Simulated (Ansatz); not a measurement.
Process, species as SMILES: FCl → FCl as doublet, charge +1 + e-

Wanted: adiabatic ionisation energy (0 K, with zero-point energies), in eV. Set-up: six Cartesian d functions in 6-31G* and its kin unless marked 5d; frozen cores in correlated levels; LANL2DZ with its own core potentials from Na on; UHF or UKS for open shells; non-relativistic; 6-311+G** with 5d, 6d on Na to Ar in Ansatz (a quantum-chemistry and plane-wave program); spin-orbit terms left out. First-principles rows: single points at B3LYP-D3(BJ) geometries (Ansatz), with unscaled harmonic terms from B3LYP/6-31G* at its own minima.

Measured values: CCCBDB table in ASE; they hold spin-orbit and core effects. 

Value to compare with, the measured value: 12.66 eV.

```tsv
level	program	adiabatic ionisation energy (0 K, with zero-point energies) (eV)	error
MP2/STO-3G	Ansatz	11.01	-1.65
MP2/3-21G	Ansatz	12.56	-0.10
MP2/LANL2DZ	Ansatz	13.28	0.62
MP2/6-31G*	Ansatz	12.28	-0.38
MP2/6-311+G**	Ansatz	12.57	-0.09
```

Among the 5 habitual levels, MP2/STO-3G lies farthest from the measured value (-1.65 eV); 1 of 5 lie above it, and their mean absolute error is 0.57 eV, the median 0.38. One case shows no general order.

The sets are all those run for this method; runs whose electronic state is in doubt are left out.
